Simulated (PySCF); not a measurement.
N₂, SMILES N#N (connectivity only; charge and spin as stated), charge +1, multiplicity 2.

The structure is a stationary point at B3LYP-D3(BJ)/def2-TZVPD.

These are PySCF with M06-2X/def2-TZVPD values and carry that method's errors.

The molecule is in vacuum.

Computed frontier levels, dipole moment and polarisability:
- α spin, highest occupied and lowest empty level = -26.11 and -10.31 eV
- β spin, highest occupied and lowest empty level = -25.47 and -18.40 eV
- dipole moment about the centre of nuclear charge = 0.00 D
- mean static polarisability = 14.6 bohr³ (2.17 Å³)
- polarisability, principal values = 11.4, 11.4, 21.0 bohr³
- ⟨S²⟩ = 0.753 (pure state 0.75)
